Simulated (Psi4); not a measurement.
# A workflow on SiF2 (SMILES F[Si]F)

Aim: a structure relaxation (PBE0-D3(BJ)/STO-3G), then the harmonic vibrations, then a single-point energy (MP2/def2-TZVPP) of SiF2. 

Program for the calculation: Psi4 1.11.

## 1. The molecule

SiF2: 3 atoms, total charge 0, spin state singlet. SMILES: `F[Si]F`. The shape is that of a GFN2-xTB optimisation. The run starts from this shape.

Bond lengths: Si1–F2 1.617 Å, Si1–F3 1.616 Å. Angles: F2–Si1–F3 92.6°.

## 2. A geometry optimisation at PBE0-D3(BJ)/STO-3G (density fitting) (run 1)

run.py

```python
import psi4

psi4.set_memory(1600000000)
psi4.set_num_threads(1)
psi4.set_output_file('f2si.out', False)

m = psi4.geometry("""
Si     0.00797464    -0.01451310    -1.40748691
F      2.20328838    -0.03276785     0.71915417
F     -2.21126302     0.04728095     0.68831384
units bohr
symmetry c1
""")

options = {'basis': 'STO-3G', 'geom_maxiter': 60}
psi4.set_options(options)

E, wfn = psi4.optimize('pbe0-d3bj2b', molecule=m, return_wfn=True)
print(f'pbe0-d3bj2b energy: {E:.10f} Eh')
print(m.to_string(dtype='xyz', units='Angstrom'))
```

Launch:

```console
$ python run.py
```

f2si.out:

```text
[...]
  Running in c1 symmetry.
[...]
  Nuclear repulsion =  100.838229405803773
[...]
  Multiplicity = 1
[...]
  Nalpha       = 16
  Nbeta        = 16
[...]
    Number of basis functions: 19
[...]
   @DF-RKS iter   1:  -482.59516966468470   -8.94477e-01   1.27062e-02 DIIS/ADIIS
[...]
   @DF-RKS iter   6:  -482.65393307555826   -6.25278e-12   2.74042e-09 DIIS
[...]
    Orbital Energies [Eh]
    ---------------------
    Doubly Occupied:
       1A    -65.424508     2A    -24.364828     3A    -24.364483
       4A     -5.100166     5A     -3.375235     6A     -3.374544
       7A     -3.368422     8A     -1.084516     9A     -1.051601
      10A     -0.402486    11A     -0.289091    12A     -0.257718
      13A     -0.248039    14A     -0.198783    15A     -0.190323
      16A     -0.132987
[...]
  @DF-RKS Final Energy:  -482.65393307555826
   => Energetics <=
    Nuclear Repulsion Energy =             99.4108688369962579
    One-Electron Energy =                -875.1565873478797357
    Two-Electron Energy =                 324.8001304964285509
    DFT Exchange-Correlation Energy =     -31.7074440032052216
    Empirical Dispersion Energy =          -0.0009010578980259
    VV10 Nonlocal Energy =                  0.0000000000000000
    Total Energy =                       -482.6539330755582569
[...]
 Multipole Moments:
 ------------------------------------------------------------------------------------
     Multipole            Electronic (a.u.)      Nuclear  (a.u.)        Total (a.u.)
 ------------------------------------------------------------------------------------
 L = 1.  Multiply by 2.5417464519 to convert [e a0] to [Debye]
 Dipole X            :          0.0047437           -0.0061498           -0.0014062
 Dipole Y            :          0.7024887           -0.9161019           -0.2136132
 Dipole Z            :          0.0000000           -0.0000000            0.0000000
 Magnitude           :                                                    0.2136179
[...]
  -Total Gradient:
     Atom            X                  Y                   Z
    ------   -----------------  -----------------  -----------------
       1        0.000012606617    -0.000093526541     0.000000000000
       2       -0.000020220719    -0.000076512854     0.000000000000
       3        0.000005797828    -0.000089124709     0.000000000000
[...]
    Final optimized geometry and variables:
    Molecular point group: c1
    Full point group: Cs
    Geometry (in Bohr), charge = 0, multiplicity = 1:
    SI          -0.008236452996    -1.226936852730    -0.000000000000
    F           -2.240840230747     0.918511657930    -0.000000000000
    F            2.252969178554     0.888267674915     0.000000000000
[...]
```

The script printed:

```text
Optimizer: Optimization complete!
pbe0-d3bj2b energy: -482.6539330756 Eh
3
0 1 F2Si
Si                   -0.004358543222    -0.649267021396     0.000000000000
F                    -1.185801582864     0.486055437111     0.000000000000
F                     1.192219945633     0.470051010540     0.000000000000
```

Wall time 9.3 s (1 thread of AMD EPYC 7B13 (Zen 3), shared host); peak memory 0.25 GiB.

The path in brief:

```tsv
step	energy from the first frame kept (eV)	largest force (eV/Å)
0	0.0000	1.0593
1	-0.0180	0.2592
2	-0.0201	0.0565
3	-0.0201	0.0049
```

After the run. Bond lengths: Si1–F2 1.639 Å, Si1–F3 1.638 Å. Angles: F2–Si1–F3 93.1°.

## 3. Vibrational wavenumbers at PBE0-D3(BJ)/STO-3G (density fitting) (run 2)

calc.in

```
memory 1600 MB

molecule geom {
  Si     0.004812    -0.007750    -0.750599
  F      1.186270    -0.017668     0.384664
  F     -1.191361     0.025451     0.368661
  symmetry c1
}

set {
  basis                      STO-3G
  t                          298.15
  rotational_symmetry_number 2
}

e, wfn = frequencies('pbe0-d3(bj)', return_wfn=True)
print_variables()
```

Launch:

```console
$ psi4 calc.in calc.out -n 1
```

calc.out:

```text
[...]
  Running in c1 symmetry.
[...]
  Nuclear repulsion =   99.410859047738782
[...]
  Multiplicity = 1
[...]
  Nalpha       = 16
  Nbeta        = 16
[...]
    Number of basis functions: 19
[...]
   @DF-RKS iter   1:  -482.59164958624507   -9.28312e-01   1.31175e-02 ADIIS/DIIS
[...]
   @DF-RKS iter   8:  -482.65393307518957   -1.83036e-11   9.70847e-09 DIIS
[...]
    Orbital Energies [Eh]
    ---------------------
    Doubly Occupied:
       1A    -65.424509     2A    -24.364828     3A    -24.364483
       4A     -5.100166     5A     -3.375235     6A     -3.374544
       7A     -3.368422     8A     -1.084516     9A     -1.051601
      10A     -0.402486    11A     -0.289091    12A     -0.257718
      13A     -0.248039    14A     -0.198783    15A     -0.190323
      16A     -0.132987
[...]
  @DF-RKS Final Energy:  -482.65393307518957
   => Energetics <=
    Nuclear Repulsion Energy =             99.4108550806267885
    One-Electron Energy =                -875.1565608894801471
    Two-Electron Energy =                 324.8001178040160539
    DFT Exchange-Correlation Energy =     -31.7074440124693950
    Empirical Dispersion Energy =          -0.0009010578828343
    VV10 Nonlocal Energy =                  0.0000000000000000
    Total Energy =                       -482.6539330751895704
[...]
 Multipole Moments:
 ------------------------------------------------------------------------------------
     Multipole            Electronic (a.u.)      Nuclear  (a.u.)        Total (a.u.)
 ------------------------------------------------------------------------------------
 L = 1.  Multiply by 2.5417464519 to convert [e a0] to [Debye]
 Dipole X            :          0.0047429           -0.0061502           -0.0014073
 Dipole Y            :          0.7024888           -0.9161019           -0.2136132
 Dipole Z            :         -0.0000000           -0.0000000           -0.0000000
 Magnitude           :                                                    0.2136178
[...]
  -Total Gradient:
     Atom            X                  Y                   Z
    ------   -----------------  -----------------  -----------------
       1        0.000012106761    -0.000093686487    -0.000000004597
       2       -0.000020116384    -0.000076666267     0.000000007076
       3        0.000006196117    -0.000088811930    -0.000000002452
[...]
  ==> Harmonic Vibrational Analysis <==
[...]
  Freq [cm^-1]                 393.7926            906.1762            932.0625
[...]
  IR activ [km/mol]             8.6001             58.3553             24.9882
[...]
  Total E_0, Enthalpy at 0 [K]                                                         -482.64884813 [Eh]
[...]
  Total H, Enthalpy at  298.15 [K]                                                     -482.64465539 [Eh]
[...]
  Total G, Gibbs energy at  298.15 [K]                                                 -482.67372411 [Eh]
[...]
```

Standard output:

```text
Warning: used thermodynamics relations inappropriate for low-frequency modes: ['393.7926']
```

It took 20 s on 1 thread of AMD EPYC 7B13 (Zen 3), shared host; peak memory 0.25 GiB.

## 4. The energy at MP2/def2-TZVPP (density fitting, density fitting for correlation) (run 3)

input.dat

```
memory 1600 MB

molecule {
  0 1
  Si
  F 1 1.638525
  F 1 1.638498 2 93.0512
}

set basis def2-TZVPP
set num_frozen_docc 7

result, w = energy('mp2', return_wfn=True)
print_variables()
```

Launch:

```console
$ psi4 -n 1 input.dat output.dat
```

output.dat:

```text
[...]
  Running in cs symmetry.
[...]
  Nuclear repulsion =   99.410846470920319
[...]
  Multiplicity = 1
[...]
  Nalpha       = 16
  Nbeta        = 16
[...]
    Number of basis functions: 104
[...]
   @DF-RHF iter   1:  -487.93944980778173   -9.67962e-01   5.81043e-03 DIIS/ADIIS
[...]
   @DF-RHF iter  10:  -488.00565421775326   -5.11591e-12   8.19965e-09 DIIS
[...]
    Orbital Energies [Eh]
    ---------------------
    Doubly Occupied:
       1Ap   -68.874729     2Ap   -26.290275     3Ap   -26.290259
       4Ap    -6.212880     5Ap    -4.315112     1App   -4.315051
       6Ap    -4.313924     7Ap    -1.597647     8Ap    -1.570875
       9Ap    -0.782268    10Ap    -0.703489    11Ap    -0.688209
       2App   -0.672785     3App   -0.640763    12Ap    -0.624775
      13Ap    -0.421013
[...]
  @DF-RHF Final Energy:  -488.00565421775326
   => Energetics <=
    Nuclear Repulsion Energy =             99.4108464709203190
    One-Electron Energy =                -878.2048902521321452
    Two-Electron Energy =                 290.7883895634585656
    Total Energy =                       -488.0056542177532606
[...]
 Multipole Moments:
 ------------------------------------------------------------------------------------
     Multipole            Electronic (a.u.)      Nuclear  (a.u.)        Total (a.u.)
 ------------------------------------------------------------------------------------
 L = 1.  Multiply by 2.5417464519 to convert [e a0] to [Debye]
 Dipole X            :         -0.1045397            0.6648081            0.5602684
 Dipole Y            :         -0.0990555            0.6303260            0.5312705
 Dipole Z            :          0.0000000            0.0000000            0.0000000
 Magnitude           :                                                    0.7721069
[...]
```

Wall time 2.8 s (1 thread of AMD EPYC 7B13 (Zen 3), shared host); peak memory 0.22 GiB.

## 5. Results

| quantity | value |
| --- | --- |
| run 1, PBE0-D3(BJ)/STO-3G: total energy at the end | -482.65393 Eh |
| run 1, PBE0-D3(BJ)/STO-3G: dipole moment | 0.54 D |
| run 1, PBE0-D3(BJ)/STO-3G: HOMO energy | -3.62 eV |
| run 1, PBE0-D3(BJ)/STO-3G: LUMO energy | 2.81 eV |
| run 1, PBE0-D3(BJ)/STO-3G: HOMO–LUMO gap | 6.43 eV |
| run 1, PBE0-D3(BJ)/STO-3G: dispersion energy | -2.37 kJ/mol |
| run 2, PBE0-D3(BJ)/STO-3G: lowest harmonic wavenumber | 394 cm⁻¹ |
| run 2, PBE0-D3(BJ)/STO-3G: highest harmonic wavenumber | 932 cm⁻¹ |
| run 2, PBE0-D3(BJ)/STO-3G: zero-point energy | 13.4 kJ/mol |
| run 2, PBE0-D3(BJ)/STO-3G: ideal-gas entropy at 298.15 K (symmetry number 2 as used) | 61.2 cal/(mol K) |
| run 3, MP2/def2-TZVPP: total energy | -488.60453 Eh |
| run 3, MP2/def2-TZVPP: HOMO energy (Hartree–Fock orbitals) | -11.46 eV |
| run 3, MP2/def2-TZVPP: LUMO energy (Hartree–Fock orbitals) | 0.74 eV |
| run 3, MP2/def2-TZVPP: HOMO–LUMO gap (Hartree–Fock orbitals) | 12.20 eV |
| run 3, MP2/def2-TZVPP: correlation energy (7 core orbitals frozen) | -598.9 mEh |

The optimisation (run 1, PBE0-D3(BJ)/STO-3G) took 4 steps and changed the energy by -0.020 eV. All 3 modes (run 2, PBE0-D3(BJ)/STO-3G) are real, so the shape is a minimum at this level.
